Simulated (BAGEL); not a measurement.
# A workflow on SiH3Cl (chlorosilane)

Wanted: a single-point energy (HF/6-31G*), then a single-point energy (NEVPT2(2,2)/6-31G*), then a single-point energy (CASPT2(2,2)/6-31G*) of SiH3Cl (chlorosilane). 

Program for the calculation: BAGEL 1.2.2.

### Step 1. The system as given

The species is SiH3Cl (5 atoms), meant as a singlet with charge 0. SMILES: `[SiH3]Cl`. The Si1–Cl2 distance was set to 5.750 Å, away from the relaxed value. At this shape a bond of the SMILES string is far longer than usual.

Bond lengths: Si1–H3 1.481 Å, Si1–H4 1.481 Å, Si1–H5 1.481 Å. Angles: H3–Si1–H4 110.4°, H3–Si1–H5 110.4°, H4–Si1–H5 110.4°.

### Step 2. The energy at HF/6-31G(d) (density fitting with svp-jkfit, spherical functions) (run 1)

Contents of hf.json:

```json
{ "bagel": [

{
  "title": "molecule",
  "basis": "6-31gs.json",
  "df_basis": "svp-jkfit",
  "angstrom": true,
  "geometry": [
    { "atom": "Si", "xyz": [      -3.622561,       0.976386,      -0.680344 ] },
    { "atom": "Cl", "xyz": [       1.838300,      -0.513500,       0.329900 ] },
    { "atom": "H", "xyz": [      -4.461461,       0.469486,       0.429656 ] },
    { "atom": "H", "xyz": [      -4.045261,       0.372086,      -1.964344 ] },
    { "atom": "H", "xyz": [      -3.701361,       2.453186,      -0.754144 ] }
  ]
},

{
  "title": "hf"
},

{
  "title": "print",
  "file": "orbitals.molden",
  "orbitals": true
}

]}
```

The basis set 6-31G* is read from a file made from the Basis Set Exchange's data (not shown).

The run is started by

```sh
$ BAGEL_NUM_THREADS=1 BAGEL hf.json > hf.out
```

Output:

```text
* using 1 threads per process

  ===============================================================
  ===============================================================

  *** Geometry ***

  { "atom" : "Si", "xyz" : [     -6.845648,      1.845102,     -1.285664 ] },
  { "atom" : "Cl", "xyz" : [      3.473884,     -0.970374,      0.623421 ] },
  { "atom" : "H", "xyz" : [     -8.430939,      0.887200,      0.811932 ] },
  { "atom" : "H", "xyz" : [     -7.644435,      0.703141,     -3.712072 ] },
  { "atom" : "H", "xyz" : [     -6.994559,      4.635850,     -1.425126 ] },

  Number of auxiliary basis functions:      310

  Since a DF basis is specified, we compute 2- and 3-index integrals:
    o Being stored without compression. Storage requirement is 0.004 GB

  Number of basis functions:       42
  Number of electrons      :       34

    * METHOD: MOLECULE                             0.06

  *** RHF ***

  === Nuclear Repulsion ===
    41.7982614825

      * DIIS with orbital gradients will be used.

  === RHF iteration (6-31gs.json) ===
      0       -749.81928636          0.01357079           0.01
      1       -749.31325160          0.02105011           0.01
      2       -749.88355273          0.00756474           0.01
      3       -749.90635741          0.00411841           0.01
      4       -749.91686733          0.00126799           0.01
      5       -749.91840623          0.00124923           0.01
      6       -749.91629850          0.00055335           0.01
      7       -749.91580369          0.00025371           0.01
      8       -749.91584947          0.00012552           0.01
      9       -749.91582985          0.00005138           0.01
     10       -749.91582583          0.00000755           0.01
     11       -749.91582583          0.00000443           0.01
     12       -749.91582578          0.00000082           0.01
     13       -749.91582578          0.00000024           0.01
     14       -749.91582578          0.00000001           0.01
     15       -749.91582578          0.00000000           0.01
    * SCF iteration converged.

    * Permanent dipole moment:
           (    9.714437,    -2.650420,     1.797183) a.u.

    * METHOD: HF                                   0.27

    * METHOD: PRINT                                0.00

  ===============================================================
```

Wall time 0.58 s (1 thread of Arm Neoverse V2, shared host); peak memory 0.14 GiB.

### Step 3. The energy at NEVPT2(2,2)/6-31G(d) (density fitting with svp-jkfit, spherical functions) (run 2)

Contents of nevpt2.json:

```json
{ "bagel" : [

{
  "title" : "molecule",
  "basis" : "6-31gs.json",
  "df_basis" : "svp-jkfit",
  "angstrom" : true,
  "geometry" : [
    { "atom" : "Si", "xyz" : [      -3.622561,       0.976386,      -0.680344 ] },
    { "atom" : "Cl", "xyz" : [       1.838300,      -0.513500,       0.329900 ] },
    { "atom" : "H", "xyz" : [      -4.461461,       0.469486,       0.429656 ] },
    { "atom" : "H", "xyz" : [      -4.045261,       0.372086,      -1.964344 ] },
    { "atom" : "H", "xyz" : [      -3.701361,       2.453186,      -0.754144 ] }
  ]
},

{ "title" : "hf" },

{ "title" : "nevpt2", "nstate" : 1, "nact" : 2, "nclosed" : 16, "active" : [15, 18], "maxiter" : 200, "natocc" : true, "ncore" : 10 },

{ "title" : "print", "file" : "orbitals.molden", "orbitals" : true }

]}
```

The basis set 6-31G* is read from a file made from the Basis Set Exchange's data (not shown).

The run is started by

```sh
$ BAGEL_NUM_THREADS=1 BAGEL nevpt2.json > nevpt2.out
```

Output:

```text
* using 1 threads per process

  ===============================================================
  ===============================================================

  *** Geometry ***

  { "atom" : "Si", "xyz" : [     -6.845648,      1.845102,     -1.285664 ] },
  { "atom" : "Cl", "xyz" : [      3.473884,     -0.970374,      0.623421 ] },
  { "atom" : "H", "xyz" : [     -8.430939,      0.887200,      0.811932 ] },
  { "atom" : "H", "xyz" : [     -7.644435,      0.703141,     -3.712072 ] },
  { "atom" : "H", "xyz" : [     -6.994559,      4.635850,     -1.425126 ] },

  Number of auxiliary basis functions:      310

  Since a DF basis is specified, we compute 2- and 3-index integrals:
    o Being stored without compression. Storage requirement is 0.004 GB

[... 18 lines left out ...]
    * SCF iteration converged.
[... 1 line left out ...]
    * Permanent dipole moment:
[... 28 lines left out ...]
    * Second-order optimization converged. *

     guess   0:   closed 1.                   open ..

  === FCI iteration ===

      0  0      -749.86677817     1.08e-01      0.00
      1  0      -750.01754646     3.82e-02      0.00
      2  0 *    -750.04665878     5.48e-16      0.00

     * ci vector, state   0, <S^2> = 0.0000
       2.    -0.7180792587
       .2     0.6959613339

  === DF-NEVPT2 calculation ===

    * 3-index integral transformation done
    * assembly done

      NEVPT2 correlation energy:   -0.1765615637      0.01

          (+0)     -0.1176808365
          (+0)'    -0.0102265441
          (+1)     -0.0129056083
          (+1)'    -0.0000000000
          (+2)     -0.0000024174
          (-1)     -0.0357416488
          (-1)'     0.0000000000
          (-2)     -0.0000045085

      NEVPT2 total energy:       -750.2232203401

    * METHOD: NEVPT2                               0.59

    * METHOD: PRINT                                0.00

  ===============================================================
```

Run time: 1.2 s. Hardware: 1 thread of Arm Neoverse V2, shared host; peak memory 0.14 GiB.

### Step 4. A single-point energy at CASPT2(2,2)/6-31G(d) (density fitting with svp-jkfit, spherical functions) (run 3)

Contents of input.json:

```json
{ "bagel": [

{
  "title": "molecule",
  "basis": "6-31gs.json",
  "df_basis": "svp-jkfit",
  "angstrom": true,
  "geometry": [
    { "atom": "Si", "xyz": [   -3.622561,    0.976386,   -0.680344 ] },
    { "atom": "Cl", "xyz": [    1.838300,   -0.513500,    0.329900 ] },
    { "atom": "H", "xyz": [   -4.461461,    0.469486,    0.429656 ] },
    { "atom": "H", "xyz": [   -4.045261,    0.372086,   -1.964344 ] },
    { "atom": "H", "xyz": [   -3.701361,    2.453186,   -0.754144 ] }
  ]
},
{ "title": "hf", "charge": 0 },
{ "title": "casscf", "nstate": 1, "nact": 2, "nclosed": 16, "charge": 0, "active": [15, 18], "maxiter": 200, "natocc": true },
{ "title": "print", "file": "orbitals.molden", "orbitals": true },
{ "title": "smith", "method": "caspt2", "ms": true, "xms": true, "sssr": true, "shift": 0.2, "shift_imag": true, "ncore": 10 }

]}
```

The basis set 6-31G* is read from a file made from the Basis Set Exchange's data (not shown).

The run is started by

```sh
$ BAGEL_NUM_THREADS=1 BAGEL input.json > input.out
```

Output:

```text
* using 1 threads per process

  ===============================================================
  ===============================================================

  *** Geometry ***

  { "atom" : "Si", "xyz" : [     -6.845648,      1.845102,     -1.285664 ] },
  { "atom" : "Cl", "xyz" : [      3.473884,     -0.970374,      0.623421 ] },
  { "atom" : "H", "xyz" : [     -8.430939,      0.887200,      0.811932 ] },
  { "atom" : "H", "xyz" : [     -7.644435,      0.703141,     -3.712072 ] },
  { "atom" : "H", "xyz" : [     -6.994559,      4.635850,     -1.425126 ] },

  Number of auxiliary basis functions:      310

  Since a DF basis is specified, we compute 2- and 3-index integrals:
    o Being stored without compression. Storage requirement is 0.004 GB

[... 18 lines left out ...]
    * SCF iteration converged.
[... 1 line left out ...]
    * Permanent dipole moment:
[... 27 lines left out ...]
    * Second-order optimization converged. *
[... 9 lines left out ...]
     * ci vector, state   0, <S^2> = 0.0000
[... 16 lines left out ...]
    * Zeroth order energy : state  0       -0.4367001019
[... 4 lines left out ...]
       #      aibj      arbs      arbi      airj      risj      airs      arst      rist         Etot      error   time
[... 2 lines left out ...]
       0  -0.11687  -0.00001  -0.03916  -0.01420  -0.00000  -0.01001   0.00000   0.00000   -0.1802571  0.0005943   0.01
       1  -0.11688  -0.00001  -0.03917  -0.01421  -0.00000  -0.01004  -0.00000   0.00000   -0.1803067  0.0000445   0.01
       2  -0.11688  -0.00001  -0.03917  -0.01421  -0.00000  -0.01004  -0.00000  -0.00000   -0.1803070  0.0000035   0.01
       3  -0.11688  -0.00001  -0.03917  -0.01421  -0.00000  -0.01004  -0.00000  -0.00000   -0.1803070  0.0000002   0.01

      ------------------------------------------------------------------------------------------------------------------

    * CASPT2 energy : state  0     -750.2283182304
        w/o shift correction       -750.2269657983
        reference weight              0.9314792666

    * METHOD: SMITH                                0.06

  ===============================================================
```

Wall time 1.1 s (1 thread of Arm Neoverse V2, shared host); peak memory 0.14 GiB.

### Step 5. Outcome

| quantity | value |
| --- | --- |
| run 1, HF/6-31G*: total energy | -749.91583 Eh |
| run 1, HF/6-31G*: dipole moment | 26.00 D |
| run 1, HF/6-31G*: HOMO energy | -6.07 eV |
| run 1, HF/6-31G*: LUMO energy | -5.15 eV |
| run 1, HF/6-31G*: HOMO–LUMO gap | 0.92 eV |
| run 2, NEVPT2(2,2)/6-31G*: total energy | -750.22322 Eh |
| run 3, CASPT2(2,2)/6-31G*: total energy | -750.22832 Eh |

**Reading.** One bond (run 1, HF/6-31G*) is far stretched, which a spin-restricted single reference describes badly; a broken-symmetry solution may lie lower.
